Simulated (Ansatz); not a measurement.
CH5ClSi, closed shell: at the start structure of a reaction step.

in.yaml

```yaml
crystal:
  periodic: [false, false, false]
  atoms:
    - {symbol: Si, position_ang: [-0.375382, -0.555265, -0.526803]}
    - {symbol: Cl, position_ang: [0.555410, -0.256664, -2.342425]}
    - {symbol: C, position_ang: [0.342999, 0.596684, 0.740063]}
    - {symbol: H, position_ang: [1.412690, 0.416698, 0.864398]}
    - {symbol: H, position_ang: [-1.823581, -0.306920, -0.729502]}
    - {symbol: H, position_ang: [-0.164574, -1.975186, -0.153406]}
    - {symbol: H, position_ang: [-0.147379, 0.443357, 1.705480]}
    - {symbol: H, position_ang: [0.199818, 1.637296, 0.442195]}
basis:
  gaussian: {orbitals: def2-TZVPP}
hamiltonian: {xc: {name: wB97M-V}}
```

Run by:

```bash
ansatz run in.yaml --threads 2 --pin off --events-out ev --progress --plain --max-ram 4352MiB
```

What Ansatz 0.2.0 printed:

```
Functional definition: wB97M-V
  name "wB97M-V"
  cite "Mardirossian & Head-Gordon, J. Chem. Phys. 144, 214110 (2016) doi:10.1063/1.4952647"
  cite "Becke, J. Chem. Phys. 107, 8554 (1997) doi:10.1063/1.475007"
  cite "Vydrov & Van Voorhis, J. Chem. Phys. 133, 244103 (2010) doi:10.1063/1.3521275"
  # Of w^i u^j: cxij and so on, Table III.
  parameter omega = 0.3/bohr
  parameter cx = 0.15
  parameter cx01 = 1.007
  parameter cx10 = 0.259
  parameter css00 = 0.443
  parameter css04 = -1.437
  parameter css10 = -4.535
  parameter css20 = -3.390
  parameter css43 = 4.278
  parameter cos00 = 1.000
  parameter cos10 = 1.358
  parameter cos20 = 2.924
  parameter cos21 = -8.812
  parameter cos60 = -1.390
  parameter cos61 = 9.142
  parameter b = 6.0
  parameter c = 0.01
  gx(w, u) = 1 - cx + cx01*u + cx10*w
  gss(w, u) = css00 + css04*u^4 + css10*w + css20*w^2 + css43*w^4*u^3
  gos(w, u) = cos00 + cos10*w + (cos20 + cos21*u)*w^2 + (cos60 + cos61*u)*w^6
  exchange = spin_sum(e_x_unif_sr(omega)*gx(b97_w, b97_u_x)) + cx*exact_x_sr(omega) + exact_x_lr(omega)
  correlation = spin_sum(e_c_pw_mod_same_spin*gss(b97_w, b97_u_same))
      + integral(e_c_pw_mod_opposite_spin*gos(b97_w_opposite, b97_u_opposite)) + vv10(b, c)
1076 factors; their error is unknown
237 factors; integrals over basis functions are off by at most 2.5e-5 eV
mean field evaluation 1: about -21516.6594 eV, gradient 3.6e1 eV
mean field evaluation 2: about -21517.9018 eV, gradient 2.6e1 eV
mean field evaluation 4: about -21519.4890 eV, gradient 6.4e-1 eV
mean field evaluation 8: about -21519.5117 eV, gradient 2.9e-1 eV
mean field -21519.51183169 eV, -790.8274733657 hartree, gradient 6.9e-5 eV, S^2 0.000000; 0 other end points of the search recorded, 0 dependent functions left out
reference -21519.51187705 eV, -790.8274750327 hartree; 21, 21 occupied and 164, 164 virtual orbitals, 1076 factors
Total energy: -21519.51187705 eV, -790.8274750327 hartree
```

The lines “mean field evaluation” count trial sets of orbitals through the whole run, from several starts and some on an approximate energy, so they need not fall steadily or lie above the final value.

Hardware: 2 CPU threads of an Arm Neoverse V2, shared host. Wall time about 6.5 s.
